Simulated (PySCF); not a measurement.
Identify the unknown among the candidates.

All candidates are C5H5N.

| technique | computed result |
| --- | --- |
| Rotational structure | rotational constants A, B, C: 4.786, 3.712, 2.090 GHz [GFN2-xTB] |
| Triplet | lowest triplet excitation (Tamm–Dancoff): 3.19 eV [TDA CAM-B3LYP/def2-SVPD] |
| Polarisability | 67.3 au [CAM-B3LYP/def2-SVPD] |
| UV, strongest line | among the 8 lowest singlet transitions: S3 at 5.54 eV (224 nm, f = 0.275) [TDDFT CAM-B3LYP/def2-SVPD] |
| UV, first state | lowest singlet excitation: 4.63 eV (268 nm, f = 0.003) [TDDFT CAM-B3LYP/def2-SVPD] |
| Dipole | 2.59 D [CAM-B3LYP/def2-SVPD] |

The electronic properties come from PySCF, for the isolated species, density fitting. Levels stand in brackets. Isolated species at its GFN2-xTB geometry (one conformer only).

Task: Which candidate is it?
A. `N#CCC1C=C1`
B. `[H]/N=C\C(=C)C#C`
C. `C=C/C=C\C#N`

Result: B. It is `[H]/N=C\C(=C)C#C`. Numbering: `[H]/[N:6]=[CH:5]\[C:3]([C:2]#[CH:1])=[CH2:4]`. Its formula, C5H5N, gives 4 degrees of unsaturation: 0 rings and 4 π bonds in the structure found. S1 is mainly HOMO−1→LUMO (weight 0.84); the largest Löwdin shares of the orbital it empties are 0.63 on the imine nitrogen, 0.15 on the imine carbon, 0.08 on the N–H hydrogen and 0.07 on the fully substituted alkene carbon, of the orbital it fills 0.31 on the terminal =CH2 carbon, 0.19 on the fully substituted alkene carbon, 0.14 on the imine nitrogen and 0.09 on the imine carbon. The optimised geometry has point group Cs and is an asymmetric top.

The others, at the same levels:
- `N#CCC1C=C1` fails: its computed lowest singlet excitation is 6.43 eV (193 nm, f = 0.005) (against 4.63 eV), lowest triplet excitation (Tamm–Dancoff) is 4.15 eV (against 3.19 eV) and strongest line among the 8 lowest singlet transitions is S2 at 6.51 eV (190 nm, f = 0.062) (against S3 at 5.54 eV).
- `C=C/C=C\C#N` fails: its computed lowest singlet excitation is 5.27 eV (235 nm, f = 0.665) (against 4.63 eV), lowest triplet excitation (Tamm–Dancoff) is 2.84 eV (against 3.19 eV) and static isotropic polarisability is 70.4 au (against 67.3 au).

Each candidate is one conformer, not necessarily the lowest. Dipoles, sizes and rotational constants follow the conformer. The torsions of the flexible species, by atom-mapped SMILES:
- `[H]/[N:6]=[CH:5]\[C:3]([C:2]#[CH:1])=[CH2:4]`: C2–C3–C5–N6 0°
- `[N:1]#[C:2][CH2:3][CH:4]1[CH:5]=[CH:6]1`: C2–C3–C4–C5 85°
- `[CH2:1]=[CH:2]/[CH:3]=[CH:4]\[C:5]#[N:6]`: C1–C2–C3–C4 180°
